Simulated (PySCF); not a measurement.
Write Cartesian coordinates for 3-methyl-1-butanol, `CC(C)CCO` as optimised with GFN2-xTB.

```xyz
18
C5H12O angstrom
C     -1.402   -1.402    0.513
C     -0.620   -0.369   -0.298
C     -1.426    0.923   -0.409
C      0.746   -0.135    0.354
C      1.673    0.763   -0.467
O      2.955    0.878    0.106
H     -2.367   -1.599    0.051
H     -1.574   -1.034    1.522
H     -0.855   -2.340    0.578
H     -0.458   -0.767   -1.307
H     -2.417    0.712   -0.805
H     -1.539    1.382    0.571
H     -0.940    1.634   -1.071
H      0.610    0.307    1.343
H      1.240   -1.103    0.488
H      1.747    0.378   -1.495
H      1.290    1.784   -0.507
H      3.326   -0.005    0.214
```

Orientation and origin are arbitrary. Atoms count from 1 in this order. Of the pairs four or more bonds apart, H13···H17 is among the closest relative to their van der Waals radii: 2.30 Å, 96 % of the sum of Bondi's values.

Bonds between heavy atoms (Å): C1–C2 1.528, C2–C3 1.527, C2–C4 1.532, C4–C5 1.529, C5–O6 1.409.

Computed geometry: GFN2-xTB, gas phase.

Point group: C1 (no symmetry element, even within 0.4 Å). Not checked by GFN2-xTB frequencies. The numbers are those of one conformer (C1–C2–C4–C5 173°, C2–C4–C5–O6 -175°, C4–C5–O6–H 56°).
